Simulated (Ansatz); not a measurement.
# FH₆NSi: a barrier at many levels of theory

Aim: the barrier and energy of one elementary step (Si1–F7 formed, N2–H6 formed, Si1–N2 broken, H6–F7 broken) from LDA up to coupled cluster, on fixed structures, to see where each rung fails.

The runs use Ansatz 0.2.0, Gaussian basis; single points in def2-TZVPP on PBE0-D4/def2-TZVP structures.

Levels: SPW92, PBE-D4, BLYP-D4, r2SCAN-D4, B97M-V, PBE0-D4, B3LYP-D4, r2SCAN0-D4, BHLYP-D4, CAM-B3LYP-D4, wB97X-V, wB97M-V, B2PLYP, PBE-QIDH, RPA on PBE, Hartree-Fock, MP2, CCSD, CCSD(T). The reference is CCSD(T) at the basis limit, from triple and quadruple zeta. Zero-point energies come from PBE0-D4 vibrations.

Cores are frozen in the correlated methods. B3LYP uses VWN-RPA correlation. B2PLYP carries no dispersion term here.

22 further runs of the same task are left out: 22 set aside as unsound or not needed.

**1. Start, saddle and end, as given**

Charge 0, multiplicity 1. The folders r, ts and p hold the start, the saddle and the end; their coordinates stand in the first inputs.

| pair | r (Å) | ts (Å) | p (Å) |
| --- | --- | --- | --- |
| Si1–F7 | 3.572 | 2.145 | 1.607 |
| N2–H6 | 1.691 | 1.168 | 1.013 |
| Si1–N2 | 1.754 | 1.856 | 2.810 |
| H6–F7 | 0.955 | 1.261 | 2.865 |

**2. wB97M-V/def2-TZVPP**

File r/in.yaml:

```yaml
crystal:
  periodic: [false, false, false]
  atoms:
    - {symbol: Si, position_ang: [-1.006079, 0.396967, -0.276187]}
    - {symbol: N, position_ang: [0.231381, -0.691430, 0.325006]}
    - {symbol: H, position_ang: [-0.696235, 0.659925, -1.700278]}
    - {symbol: H, position_ang: [-2.381828, -0.162322, -0.173385]}
    - {symbol: H, position_ang: [-0.925202, 1.633860, 0.534206]}
    - {symbol: H, position_ang: [1.721757, 0.085776, 0.139228]}
    - {symbol: F, position_ang: [2.550468, 0.546315, 0.023633]}
    - {symbol: H, position_ang: [0.176066, -0.908317, 1.312486]}
    - {symbol: H, position_ang: [0.329573, -1.560775, -0.184711]}
basis:
  gaussian: {orbitals: def2-TZVPP}
hamiltonian: {xc: {name: wB97M-V}}
```

File ts/in.yaml:

```yaml
crystal:
  periodic: [false, false, false]
  atoms:
    - {symbol: Si, position_ang: [-0.589762, 0.550247, -0.300381]}
    - {symbol: N, position_ang: [0.352865, -0.878198, 0.418834]}
    - {symbol: H, position_ang: [-0.393298, 0.689394, -1.755914]}
    - {symbol: H, position_ang: [-1.982736, -0.015806, -0.197152]}
    - {symbol: H, position_ang: [-0.635834, 1.716565, 0.601900]}
    - {symbol: H, position_ang: [1.279356, -0.196047, 0.216087]}
    - {symbol: F, position_ang: [1.517399, 0.948253, -0.257080]}
    - {symbol: H, position_ang: [0.149329, -1.078304, 1.390250]}
    - {symbol: H, position_ang: [0.302579, -1.736105, -0.116546]}
basis:
  gaussian: {orbitals: def2-TZVPP}
hamiltonian: {xc: {name: wB97M-V}}
```

File p/in.yaml:

```yaml
crystal:
  periodic: [false, false, false]
  atoms:
    - {symbol: Si, position_ang: [-0.598884, 1.168339, -0.299694]}
    - {symbol: N, position_ang: [0.579233, -1.315883, 0.280009]}
    - {symbol: H, position_ang: [-0.301886, 0.547733, -1.609270]}
    - {symbol: H, position_ang: [-1.603026, 0.423937, 0.491328]}
    - {symbol: H, position_ang: [-1.153930, 2.526993, -0.563208]}
    - {symbol: H, position_ang: [1.543293, -1.224924, -0.016462]}
    - {symbol: F, position_ang: [0.735465, 1.466142, 0.544093]}
    - {symbol: H, position_ang: [0.585209, -1.418187, 1.287541]}
    - {symbol: H, position_ang: [0.214425, -2.174151, -0.114336]}
basis:
  gaussian: {orbitals: def2-TZVPP}
hamiltonian: {xc: {name: wB97M-V}}
```

The command line of these runs was not kept.

The runs that follow: CCSD(T)/def2-TZVPP; MP2/def2-QZVPP; Vibrations of the start structure; Vibrations of the end structure.

**Question.** What will these runs give? Wanted: barrier, CCSD(T)/CBS; reverse barrier, CCSD(T)/CBS; step energy, CCSD(T)/CBS; barrier with zero-point energy; step energy with zero-point energy; imaginary mode at the saddle; largest T1 diagnostic.

As calculated:

```
                          quantity      value
              barrier, CCSD(T)/CBS   0.782 eV
      reverse barrier, CCSD(T)/CBS   1.370 eV
          step energy, CCSD(T)/CBS  -0.587 eV
    barrier with zero-point energy   0.751 eV
step energy with zero-point energy  -0.576 eV
      imaginary mode at the saddle  618i cm⁻¹
             largest T1 diagnostic      0.011
```

In words: The functionals run from B2PLYP, off by -0.022 eV, to SPW92, off by -0.432 eV, against CCSD(T)/CBS. By rung, the mean size of the error is: LDA 0.432, GGA 0.163, meta-GGA 0.118, hybrid 0.072, range-separated hybrid 0.085, double hybrid 0.031 eV. PBE-D4 gives a barrier 0.214 eV too low, outside chemical accuracy (1 kcal/mol, 0.043 eV). Every functional without exact exchange puts the forward barrier too low. The barrier rises with the share of exact exchange, from BLYP-D4 through B3LYP-D4 to BHLYP-D4 (-0.111, -0.043, +0.059 eV). Hartree-Fock, with no correlation, is off by +0.368 eV. Zero-point motion lowers the barrier by 0.032 eV.
